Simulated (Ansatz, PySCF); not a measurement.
System: nitrous oxide, N2O, net charge 0, singlet state. 
Coordinates optimised at B3LYP-D3(BJ)/def2-TZVP (Ansatz, an electronic-structure program):
SMILES: N#[N+][O-]
```xyz
3

N      0.0000     0.0000    -1.1943
N      0.0000     0.0000    -0.0734
O      0.0000     0.0000     1.1093
```


Property: enthalpy of formation at 298 K (from the atomisation energy, B3LYP-D3(BJ)/def2-TZVP harmonic zero-point and thermal terms from PySCF, and the atoms' enthalpies of formation in the G2/97 table; no spin-orbit terms, and no core term in the frozen-core levels), in kcal/mol. Valence correlation only, unless marked. UHF or UKS for open shells. Spin-orbit coupling is left out. No relativistic terms. The coupled-cluster limit lacks core correlation, which all-electron functionals hold. CBS(X,Y): correlation extrapolated as X^-3; Hartree-Fock from the larger set.

Measured: 19.7 kcal/mol (Active Thermochemical Tables 1.112 (ions: stationary electron), as tabulated in the package chemicals); it holds spin-orbit and relativistic effects, which these rows lack, and core correlation, which the frozen-core levels lack.

```tsv
level	program	enthalpy of formation at 298 K (kcal/mol)	error against measurement
HF/6-31G	Ansatz	287.0	267.3
HF/cc-pVQZ	Ansatz	202.6	182.9
BLYP-D4/def2-TZVPD	Ansatz + dftd4	-7.6	-27.3
revPBE/def2-TZVPD	Ansatz	-2.5	-22.2
BP86-D3(BJ)/def2-TZVPD	PySCF + dftd3	-19.2	-38.9
PBE0-D3(BJ)/def2-TZVP	Ansatz + dftd3	14.1	-5.6
r2SCAN0/def2-TZVPD	Ansatz	42.0	22.3
B2PLYP/def2-TZVPD	Ansatz	15.7	-4.0
MP2/CBS(cc-pVTZ,cc-pVQZ)	Ansatz	-4.1	-23.8
CCSD(T)/CBS(aug-cc-pVTZ,aug-cc-pVQZ)	Ansatz	21.3	1.6
```

Nearest to the measured value here: CCSD(T)/CBS(aug-cc-pVTZ,aug-cc-pVQZ); farthest: HF/6-31G.
